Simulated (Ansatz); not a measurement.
Body-centred tetragonal In, treated with PBEsol (Ansatz, a first-principles code, PAW).

Excerpt of the program's output:

```
Crystal: 1 atoms, lattice volume = 26.144 Å³
Basis set: ecut = 520 eV, 717 PW (Γ), exchange–correlation on 54×54×54 points (8 copies of the dense FFT grid, shifted against one another)
Bands: 11, of which v1, the nominal top of the filled ones, is band 7 counted from 1 (6 counted from 0)
Symmetry: 16 space group operations
Space group: I4/mmm (ITA 139), of the structure as read, at distance tolerance 3.0e-5 Å
k-points: 1063 of 13824
Functional: x = pbesol(κ = 0.804, μ = 0.12345679012345678), c = pbesol(β = 0.046)
SCF iter   1: F=—  HF=-5525.411410 eV  |F-HF|=—  |Δ(HF+E_count)|=         —  Δρ=3.18e-3  dr2=2.49e-3
SCF iter   2: F=—  HF=-5525.409686 eV  |F-HF|=—  |Δ(HF+E_count)|=   1.72e-3  Δρ=1.23e-3  dr2=4.92e-4
  ...
SCF iter   6: F=—  HF=-5525.409482 eV  |F-HF|=—  |Δ(HF+E_count)|=  7.84e-10  Δρ=1.29e-6  dr2=2.13e-10
SCF iter   7: F=-5525.409482 eV  HF=-5525.409482 eV  |F-HF|=5.46e-12  |Δ(HF+E_count)|=  1.73e-11  Δρ=2.27e-7  dr2=6.44e-12
SCF 1 converged in 7 iterations: F = -5525.409482 eV  dr2 = 6.44e-12
SCF converged after 7 iterations
Free energy (F): -5525.409482 eV
Internal energy: -5525.406374 eV  (E = F + TS)
E sigma→0 (E₀):  -5525.407928 eV
Fermi energy:    10.091776 eV
--- Stress (GPa, compression-positive) ---
       -1.017924       0.000000       0.000000
        0.000000      -1.017924       0.000000
        0.000000       0.000000      -0.889719
  P = ⅓ Tr σ = -0.9752 GPa (-9.752 kbar)
```

Write an input file that could have produced this run (the log leaves some choices open).

This is not unique; one that fits is 
Ansatz 0.2 input:
```yaml
crystal:
  lattice:
    - [-1.62547, -1.62547, -2.4737]
    - [1.62547, 1.62547, -2.4737]
    - [-1.62547, 1.62547, 2.4737]
  atoms:
    - { symbol: In, position: [0.0, 0.0, 0.0] }
basis:
  ecutwfc: 520
  ecutrho_ratio: 4
  xc_grid: 2
kpoints:
  mp_grid: { grid: [24, 24, 24] }
hamiltonian:
  xc: pbesol
  dispersion: none
  pseudopotentials: { kind: paw }
scf:
  occupations: { method: fermi_dirac, width: 0.05 }
  convergence: { dr2_threshold: 0.0000000001 }
output:
  forces: false
  stress: true
  eigenvalues: true
```

The PAW data were made under PBE.

Note: cell and atoms aren't relaxed at this level (pressure -1.0 GPa).
